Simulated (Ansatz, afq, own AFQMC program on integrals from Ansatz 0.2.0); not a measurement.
Integrals from Ansatz 0.2.0, then the random walk in our own AFQMC program (afq).

```yaml
crystal:
  periodic: [false, false, false]
  atoms:
    - {symbol: W, position_ang: [0.000000, 0.005701, 0.157938]}
    - {symbol: O, position_ang: [0.000000, -0.110996, -1.677910]}
    - {symbol: H, position_ang: [0.000000, 0.722005, -2.172591]}
basis:
  gaussian: {orbitals: def2-SVP}
magnetization: {spin_polarized: false, initial_magnetization: 1}
correlation: {method: ccsd_t, electrons: outside_noble_gas, hamiltonian_folder: ham}
```

```sh
$ ansatz run in.yaml --threads 1 --pin off --events-out ev --progress --plain --max-ram 24576MiB --backend cuda --devices 0, --max-vram 18GiB
```

Options of the walk:

```
--method phaseless --trial hf --walkers 4000 --populations 20 --least-time 40 --time-step 0.005 --steps-per-block 20 --equilibration-blocks 160 --max-blocks 4000 --target-error 0.001050 --factor-cut 1e-05 --start spin_pure --seed 4006 --taylor-order 6
```

Times are imaginary, in 1/Eh. The walk had a cap of 60 s. With eight or more populations the least sampling time is a fifth of least-time, and the error comes from their spread. Core potentials past Kr, no spin–orbit coupling.

afq prints:

```
orbitals 46  electrons 7 6  factors 379 of 498
reference energy -141.64777822 Eh
CCSD correlation -0.31992441 Eh in 62 cycles, weight of the determinant in the CISD state 0.8316
energy of the start -141.647779 Eh
 block  time / (1/Eh)  mean weight  energy / Eh
     1     0.100  1.0015  -141.737663
     2     0.200  1.0024  -141.795243
     3     0.300  1.0026  -141.839533
     4     0.400  1.0023  -141.862718
     5     0.500  1.0019  -141.884847
     7     0.700  1.0012  -141.916890
     9     0.900  1.0004  -141.928109
    17     1.700  0.9998  -141.950923
    33     3.300  1.0000  -141.969643
    49     4.900  0.9998  -141.973672
    65     6.500  0.9998  -141.981913
    81     8.100  0.9999  -141.984361
    97     9.700  1.0000  -141.982682
   113    11.300  1.0003  -141.982201
   129    12.900  1.0003  -141.981077
   145    14.500  1.0005  -141.983944
   161    16.100  1.0001  -141.976233
   177    17.700  0.9991  -141.978683
   193    19.300  0.9998  -141.982870
   209    20.900  0.9996  -141.976984
   225    22.500  0.9991  -141.975444
   233    23.300  0.9998  -141.988241
   241    24.100  1.0006  -141.979962
   257    25.700  0.9999  -141.982806
   273    27.300  0.9999  -141.976607
   289    28.900  1.0008  -141.984852
   305    30.500  1.0003  -141.977362
   321    32.100  1.0000  -141.980909
   329    32.900  0.9999  -141.970101
   337    33.700  0.9993  -141.971936
   345    34.500  0.9996  -141.973487
error from the spread of 20 populations
energy -141.980122 +/- 0.001039 Eh
(rows thinned)
```

The run passed its tests (sampling time, drift between the halves within three errors, error under three times the target), which doesn't prove that it has relaxed.

Against this walk (error 28.3 meV) on the same determinant: CCSD(T) 12.0 meV lower (within the noise), a separate phaseless walk with a CISD trial and standard settings 56.0 ± 28.8 meV lower (within the noise). The error is statistical and leaves out the bias of the constraint. None of these is a sure reference here.

Cautions: constraint bias not in the error; no spin-orbit coupling; outer-core shells of the metal frozen; higher spins were not checked; a spin-contaminated unrestricted determinant lies lower (UHF 971 meV lower, ⟨S²⟩ 2.29).

The walk took 57 s on 1 × NVIDIA H100 80GB HBM3 with 2 threads of AMD EPYC 7R13 Processor (Zen 3), on a shared host (the card was shared). The log's last line is the phaseless energy.

A walk keeps the symmetry of its determinant, which the program's search chose and which needn't be the lowest solution, so a lower state of the same spin and another symmetry isn't excluded.
